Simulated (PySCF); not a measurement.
Compound: C4H3NO.
Structure used (PBE0-D3(BJ)/def2-SVP), in Å, numbered top down from 1:
```
atom  x, y, z in Å
N1    -2.4529    1.0165   -0.4457
C2    -1.6192    0.2268   -0.3045
C3    -0.5576   -0.7624   -0.1083
C4     0.6743   -0.1778    0.5340
C5     1.8087   -0.0017   -0.1149
O6     2.8130    0.1386   -0.6771
H7    -0.9631   -1.5793    0.5113
H8    -0.3198   -1.2097   -1.0858
H9     0.6459    0.1748    1.5678
```

Computed with TDDFT B3LYP/def2-SVPD, vertical, gas phase, core orbitals frozen in the response (PySCF 2.14.0, density-fitted response routines).

Ground-to-excited transition dipoles (e·a0, same axes as the geometry; the sign carries no meaning), for the states with f of 0.002 or more among the lowest 9:

| state | E (eV) | μx | μy | μz |
| --- | --- | --- | --- | --- |
| S2 | 6.022 | -0.328 | 0.180 | -0.073 |
| S4 | 6.594 | -0.027 | -0.053 | 0.170 |
| S5 | 6.733 | 0.105 | -0.110 | 0.035 |
| S6 | 7.020 | 0.639 | 0.150 | -0.110 |
| S7 | 7.068 | -0.148 | 0.153 | 0.005 |
| S9 | 7.528 | 0.001 | 0.103 | -0.056 |

Work out the oscillator strengths.

f = (2/3) ΔE |μ|² with ΔE in hartree (27.2114 eV).

| state | \|μ\|² (au) | \|μ\| (D) | f |
| --- | --- | --- | --- |
| S2 | 0.145 | 0.97 | 0.021 |
| S4 | 0.033 | 0.46 | 0.005 |
| S5 | 0.024 | 0.40 | 0.004 |
| S6 | 0.443 | 1.69 | 0.076 |
| S7 | 0.045 | 0.54 | 0.008 |
| S9 | 0.014 | 0.30 | 0.003 |

Which bond between heavy atoms lies closest to the direction of the S6 transition dipole?

C5–O6 and C4–C5, at 20° from it; next C3–C4 at 37°.

What angle do the transition dipoles of S2 and S6 make?

|cos θ| = |μa·μb| / (|μa| |μb|) = 0.69, so θ ≈ 47° (taken between 0 and 90°, since the signs are arbitrary).

What peak molar absorption coefficient would the strongest computed level give as a lone Gaussian band 0.3 eV wide at half height?

ε(max) = 2.175×10⁸ f / FWHM, with the width in cm⁻¹. S6: 2.175×10⁸ × 0.0762 / 2420 ≈ 6900 L mol⁻¹ cm⁻¹.

All these states lie below the vertical ionisation energy of 9.84 eV (ΔSCF).

On an Arm Neoverse V1 with one thread, on a shared host, this took 38 s of wall time.

One conformer stands for the species.
